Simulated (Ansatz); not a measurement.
Single points on the cluster B₃⁺.

```yaml
crystal:
  periodic: [false, false, false]
  atoms:
    - {symbol: B, position_ang: [0.786756, 0.454937, -0.014501]}
    - {symbol: B, position_ang: [-0.786643, 0.450212, -0.068311]}
    - {symbol: B, position_ang: [-0.000113, -0.905159, 0.082812]}
basis:
  gaussian: {orbitals: def2-TZVP, initial_orbitals: start.molden}
total_charge: 1
hamiltonian: {xc: pbe, dispersion: d4}
scf: {omitted_lower_state_checks: [starts]}
output: {orbitals: {seedname: orbitals}}
```

The file start.molden holds the orbitals of an earlier run on this structure, at another level or in another basis.

```sh
$ ansatz run in.yaml --threads 4 --pin off --events-out ev --progress --plain --max-ram 3916MiB
```

It prints (some lines left out):

```
Functional definition: PBE
507 factors; their error is unknown
mean field evaluation 1: about -2008.8633 eV, gradient 5.0e0 eV
mean field evaluation 2: about -2008.9219 eV, gradient 6.3e-2 eV
mean field evaluation 4: about -2008.9164 eV, gradient 1.4e-4 eV
mean field evaluation 8: about -2008.9164 eV, gradient 1.4e-5 eV
mean field -2008.91638205 eV, -73.8263153480 hartree, gradient 1.4e-5 eV, S^2 0.000000; 0 other end points of the search recorded, 0 dependent functions left out
reference -2008.91642193 eV, -73.8263168135 hartree; 7, 7 occupied and 86, 86 virtual orbitals, 507 factors
Total energy: -2008.95856174 eV, -73.8278654228 hartree
Checks for a lower state left out: starts
```

Run time 0.25 s (4 threads of AMD EPYC 9B14 on a shared host).

First input, but with `correlation: {method: mp2}` and without the key `hamiltonian` (abridged; 0.25 s):

```
Functional definition: HF
mean field -1998.57674534 eV, -73.4463407071 hartree, gradient 2.2e-6 eV, S^2 0.000000; unrestricted orbitals would lower it
mean field evaluation 16: about -1999.1071 eV, gradient 5.5e-1 eV
3 core orbitals not correlated: weight in the atoms' cores, before any rotation towards them, 1.000 or more for the frozen orbitals, at most 0.000 for the correlated occupied ones
second order -6.86760503 eV of doubles, -0.00000000 eV of singles
Total energy: -2005.44435036 eV, -73.6987205368 hartree
Checks for a lower state left out: starts
```

The first input with `gaussian: {orbitals: def2-SVP, initial_orbitals: start.molden}`, `hamiltonian: {xc: pbe0, dispersion: d4}` (abridged; 0.15 s):

```
Functional definition: PBE0
mean field -2006.68595845 eV, -73.7443487925 hartree, gradient 2.4e-5 eV, S^2 0.000000
Total energy: -2006.72061502 eV, -73.7456223980 hartree
Checks for a lower state left out: starts
```

The first input with `hamiltonian: {xc: {name: LC-wPBE, parameters: {omega: 0.2/bohr}}}` (abridged; 0.3 s):

```
Functional definition: LC-wPBE
mean field -2009.36157361 eV, -73.8426758360 hartree, gradient 2.5e-5 eV, S^2 0.000000
Total energy: -2009.36157364 eV, -73.8426758370 hartree
Checks for a lower state left out: starts
```

The first input with `hamiltonian: {xc: {name: LC-wPBE}}` (abridged; 0.35 s):

```
Functional definition: LC-wPBE
mean field -2008.84942115 eV, -73.8238545803 hartree, gradient 2.7e-5 eV, S^2 0.000000
Total energy: -2008.84942116 eV, -73.8238545806 hartree
Checks for a lower state left out: starts
```

As the first input, with `gaussian: {orbitals: def2-TZVPP, initial_orbitals: start.molden}`, `correlation: {method: ccsd_t}` and without the key `hamiltonian` (abridged; 0.7 s):

```
Functional definition: HF
mean field evaluation 16: about -1996.3337 eV, gradient 3.4e-3 eV
mean field -1998.57674534 eV, -73.4463407071 hartree, gradient 2.2e-6 eV, S^2 0.000000; 1 other end points of the search recorded, 0 dependent functions left out; unrestricted orbitals would lower it
determinant -1998.57674534 eV, -73.4463407071 hartree, with singles and doubles -2005.91519359 eV, -73.7160237062 hartree
determinant -1996.33366537 eV, -73.3639090389 hartree, with singles and doubles -2004.00990655 eV, -73.6460056992 hartree
3 core orbitals not correlated: weight in the atoms' cores, before any rotation towards them, 1.000 or more for the frozen orbitals, at most 0.000 for the correlated occupied ones
second order -6.86760503 eV of doubles, -0.00000000 eV of singles
cycle   1  -7.17277896 eV  change   -2.8e-1 eV  update   2.8e-2
cycle   2  -7.21970985 eV  change   -4.7e-2 eV  update   7.0e-3
cycle   3  -7.21152719 eV  change    8.2e-3 eV  update   3.0e-3
cycle   4  -7.21233020 eV  change   -8.0e-4 eV  update   7.0e-4
cycle   5  -7.21272108 eV  change   -3.9e-4 eV  update   3.6e-4
cycle   6  -7.21284938 eV  change   -1.3e-4 eV  update   1.8e-4
cycle   7  -7.21307229 eV  change   -2.2e-4 eV  update   6.5e-5
cycle   8  -7.21311223 eV  change   -4.0e-5 eV  update   1.6e-5
cycle   9  -7.21313034 eV  change   -1.8e-5 eV  update   5.3e-6
cycle  10  -7.21313276 eV  change   -2.4e-6 eV  update   1.8e-6
perturbative correction -0.78887977 eV, -0.0289907967 hartree
Total energy: -2006.57875786 eV, -73.7404092434 hartree
Checks for a lower state left out: starts
```

The first input with `hamiltonian: {xc: {name: LC-wPBE, parameters: {omega: 0.1/bohr}}}` (abridged; 0.35 s):

```
Functional definition: LC-wPBE
mean field -2009.39178336 eV, -73.8437860239 hartree, gradient 1.6e-5 eV, S^2 0.000000
Total energy: -2009.39178349 eV, -73.8437860284 hartree
Checks for a lower state left out: starts
```

Geometry: PBE-D4/def2-TZVP.

LC-ωPBE has ω = 0.4 bohr⁻¹. Correlated methods freeze 3 core orbitals. At PBE-D4/def2-TZVP, MP2/def2-TZVP, CCSD(T)/def2-TZVPP the restricted singlet (for correlated methods, its reference) is unstable: a solution with broken spin symmetry lies lower. The restricted singlet is unstable towards broken spin symmetry at other levels; at PBE0-D4/def2-SVP, LC-ωPBE (ω = 0.20 bohr⁻¹)/def2-TZVP, LC-ωPBE/def2-TZVP, LC-ωPBE (ω = 0.10 bohr⁻¹)/def2-TZVP this wasn't settled. At CCSD(T)/def2-TZVPP T1 of the charge 1 singlet is large (up to 0.046), so the single-reference result is doubtful. The order of the spin states hangs on the level: the quintet lies 0.28 eV below the singlet at LC-ωPBE/def2-TZVP, but 0.53 eV above it at PBE-D4/def2-TZVP. The structure comes from a short search, and lower isomers may exist.
